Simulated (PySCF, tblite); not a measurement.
Isomers of C3H5O (doublet state). Calculated harmonic vibrations of the isolated species, GFN2-xTB (tblite), most abundant isotopes, no scaling. Errors from tens to a few hundred cm⁻¹ against measured bands are possible. One conformer each. Open shells enter through the occupations alone, without spin polarisation, and single modes of such species can be off by tens of per cent.

Electronic energies: B3LYP/pcH-1 single points on the GFN2-xTB geometries (PySCF, gas phase).

| SMILES | electronic energy, lowest = 0 (kJ/mol) |
| --- | --- |
| C[C@@H]1[CH]O1 | 14.1 |
| O[C]1CC1 | 0.0 |
| C[C]1CO1 | 5.9 |

Task: How do GFN2-xTB zero-point energies change the relative energies?

Result: 
```csv
SMILES,ZPE (kJ/mol),of it from modes above 1550 cm⁻¹,electronic (kJ/mol),"with ZPE, lowest = 0 (kJ/mol)",lowest mode (cm⁻¹),rings
O[C]1CC1,185.9,93.8,0.0,0.0,307,1
C[C]1CO1,186.2,89.8,5.9,6.2,106,1
C[C@@H]1[CH]O1,186.6,90.8,14.1,14.7,147,1
```

The zero-point energies span 0.7 kJ/mol, from `O[C]1CC1` to `C[C@@H]1[CH]O1`. The order is unchanged.

Task: And how do the electronic energies of GFN2-xTB itself compare?

Result: `O[C]1CC1` 14.7; `C[C]1CO1` 0.0; `C[C@@H]1[CH]O1` 10.8 kJ/mol, lowest = 0. Against the energies above, taken from the same isomer `O[C]1CC1`, the largest difference is 20.6 kJ/mol.

Task: What do entropy and thermal enthalpy add at 298.15 K and 1 bar (rigid rotor, harmonic oscillator, one conformer each)?

Result: 
```csv
SMILES,point group,symmetry number,S (J/(mol K)),H − H(0) (kJ/mol),ZPE + H − H(0) − TS (kJ/mol)
O[C]1CC1,C1,1,283.5,13.98,115.4
C[C]1CO1,C1,1,291.5,14.73,114.0
C[C@@H]1[CH]O1,C1,1,286.8,14.28,115.3
```

S holds R ln(2S + 1) for the spin.
